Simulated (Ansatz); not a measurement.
## SiH2SO (SMILES O[Si]S): methods side by side

SiH2SO: 5 atoms, total charge 0, spin state singlet. SMILES: `O[Si]S`. Geometry: relaxed at PBE0-D4/def2-TZVP. This is one conformer, not always the lowest.

Each level gives the vertical electron affinity (to the doublet anion) (eV). The values are calculated.

The electron affinity is E(neutral) − E(anion): positive where the electron is bound.

| level | kind | program | value (eV) | less FCI/STO-3G | CPU time (all runs) |
| --- | --- | --- | --- | --- | --- |
| r2SCAN/STO-3G | meta-GGA | Ansatz | -6.04 | +0.81 | 7.4 s |
| BHLYP/STO-3G | global hybrid | Ansatz | -5.64 | +1.21 | 3.2 s |
| r2SCAN0/STO-3G | hybrid meta-GGA | Ansatz | -5.72 | +1.13 | 8.2 s |
| wB97M-V/STO-3G | range-separated hybrid | Ansatz | -6.00 | +0.85 | 46 s |
| CCSD(T)/STO-3G | coupled cluster or CI | Ansatz | -6.84 | +0.01 | 0.48 s |
| CCSD/STO-3G | coupled cluster or CI | Ansatz | -6.73 | +0.12 | 0.46 s |
| CCSDTQ/STO-3G | coupled cluster or CI | Ansatz | -6.85 | 0.00 | 93 s |
| FCI/STO-3G | exact in the basis | Ansatz | -6.85 | 0.00 | 29 s |

FCI/STO-3G is exact within its basis and frozen core, so for wave-function methods in that basis the difference is their error; functionals converge differently with the basis, so for them it is only a difference. The values span -6.85 to -5.64 eV. All rows use very small basis sets, so even the best lies far from the true value. Negative values mean that the anion is unbound at that level; they are set by how diffuse the basis is and aren't properties of the molecule. CPU times are rough (shared hosts, several kinds of processor): they show what a rung costs within a factor of a few.
